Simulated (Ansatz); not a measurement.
## Ga (model structure, started from the A7 type, R-3m, No. 166, 2 atoms in the cell)

Level of theory: r²SCAN (PAW; Ansatz, a program for electronic structure).

Settings: plane-wave cutoff 500 eV, 26×26×26 k mesh, Fermi–Dirac smearing 0.1 eV, scalar-relativistic PAW data made under PBE.

Cell (relaxed at this level):

```
Ga
1.0
    1.68104     0.97055     3.76494
   -1.68104     0.97055     3.76494
    0.00000    -1.94109     3.76494
Ga
2
Cartesian
  0.00000   0.00000   2.82371
  0.00000   0.00000   8.47112
```

- band gap: none

Note: the relaxation could raise the start's symmetry but not lower it, so the cell can be a saddle point.

Spin–orbit coupling is not included.

A model structure was made by putting elements into a prototype or built by hand; it is no filed structure, need not be a known phase, and can be a saddle point held by its symmetry.
